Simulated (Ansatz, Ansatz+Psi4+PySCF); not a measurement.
```xyz
4

B     0.0009   -0.0003    0.0000
F     1.3102   -0.0006   -0.0008
F    -0.6559    1.1342    0.0003
F    -0.6547   -1.1350    0.0009
```

Basis set: cc-pVTZ (spherical functions). Left uncorrelated: 4 orbitals. Charge 0, multiplicity 1.

Computed with Ansatz (development build ahead of 0.2.0); each method stands on the lowest determinant of its kind that the runs found. Restricted open shells among the atoms or ions are ROHF, correlated in semicanonical orbitals with singles.

(1) Give the atomization energy at this shape (free ground-state atoms in the same class of orbitals less the molecule, no zero-point energy) of singlet BF₃ by RHF-MP2, RHF.

Answers

(1)

| method | atomization energy |
| --- | --- |
| RHF-MP2 | 485.15 kcal/mol |
| RHF | 373.39 kcal/mol |
